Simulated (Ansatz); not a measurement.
Reaction (SMILES): [CH2][SiH3] (CH5Si) → C[SiH2] (CH5Si)

Wanted: isomerisation energy (electronic), in kcal/mol. Terms: open shells spin-unrestricted; frozen cores in correlated levels; dispersion terms only where a functional's name holds one; 6-31G* and kin with 6d, 5d where marked; spin-orbit terms left out; LANL2DZ with its own core potentials from Na on; non-relativistic; 6-311+G** with 5d, 6d on Na to Ar in Ansatz (a first-principles code). CBS marks a two-point X^-3 extrapolation of the correlation energy; Hartree-Fock from the larger set. [CCSD(T)-MP2]/basis is that difference in the basis named. First-principles rows: single points at B3LYP-D3(BJ) geometries (Ansatz).

Coupled cluster (Ansatz) is a level with limits of its own, used here on species with T1 under 0.025 (0.045 for open shells) and stable references: RI-MP2/CBS(def2-TZVPPD,def2-QZVPPD)+[CCSD(T)-MP2]/def2-TZVPPD.

Value to compare with, RI-MP2/CBS(def2-TZVPPD,def2-QZVPPD)+[CCSD(T)-MP2]/def2-TZVPPD (Ansatz): -11.0 kcal/mol.

| level | program | isomerisation energy (electronic) (kcal/mol) | difference |
|---|---|---|---|
| B3LYP/STO-3G | Ansatz | -7.5 | 3.5 |
| B3LYP/3-21G | Ansatz | -18.0 | -7.0 |
| B3LYP/LANL2DZ | Ansatz | -14.7 | -3.7 |
| B3LYP/6-31G | Ansatz | -17.6 | -6.6 |
| B3LYP/6-31G* | Ansatz | -11.9 | -0.9 |
| B3LYP/6-31+G* | Ansatz | -11.2 | -0.2 |
| B3LYP/6-31G** | Ansatz | -12.3 | -1.3 |
| B3LYP/def2-SVP | Ansatz | -11.5 | -0.5 |
| B3LYP/cc-pVDZ | Ansatz | -12.2 | -1.2 |
| B3LYP/6-311+G** | Ansatz | -11.3 | -0.3 |
| B3LYP/def2-TZVPD | Ansatz | -10.5 | 0.5 |

1 of the 10 habitual levels lie above RI-MP2/CBS(def2-TZVPPD,def2-QZVPPD)+[CCSD(T)-MP2]/def2-TZVPPD (Ansatz); their mean absolute difference is 2.5 kcal/mol, the median 1.2.

The sets are all those run for this method; runs whose electronic state is in doubt are left out.
